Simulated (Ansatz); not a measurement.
Bi2S3 (Pnma, No. 62), treated with LDA in Ansatz (plane waves, PAW).

Run with plane-wave cutoff 520 eV, 4×8×4 k mesh (along the axes of the cell as run), Fermi–Dirac smearing 0.01 eV, scalar-relativistic PAW data made under PBE.

Cell (relaxed at this level):

```
CELL_PARAMETERS angstrom
     11.00741     0.00000     0.00000
      0.00000     3.93947     0.00000
      0.00000     0.00000    10.83639
ATOMIC_POSITIONS crystal
  Bi 0.49528 0.25000 0.32419
  Bi 0.00472 0.75000 0.82419
  Bi 0.99528 0.25000 0.17581
  Bi 0.50472 0.75000 0.67581
  Bi 0.33192 0.75000 0.02986
  Bi 0.16808 0.25000 0.52986
  Bi 0.83192 0.75000 0.47014
  Bi 0.66808 0.25000 0.97014
  S  0.28099 0.25000 0.19538
  S  0.21901 0.75000 0.69538
  S  0.78099 0.25000 0.30462
  S  0.71901 0.75000 0.80462
  S  0.54994 0.75000 0.12933
  S  0.95006 0.25000 0.62933
  S  0.04994 0.75000 0.37067
  S  0.45006 0.25000 0.87067
  S  0.37687 0.75000 0.44267
  S  0.12313 0.25000 0.94267
  S  0.87687 0.75000 0.05733
  S  0.62313 0.25000 0.55733
```

Task: Estimate the band gap and smallest direct gap on the k points sampled that the calculation returns.

Result: 
- band gap: 1.09 eV
- smallest direct gap on the k points sampled: 1.19 eV

Measured, for comparison: band gap 1.3 eV (temperature not stated, not corrected to a static lattice; as tabulated in Wikipedia's data pages).

Note: the volume lies 7 % below that of the published cell.

Spin–orbit coupling is not included; with these elements it can move the gap by several tenths of an eV or more.

The result took very roughly 5 core-minutes.

Ansatz is a program for electronic structure.
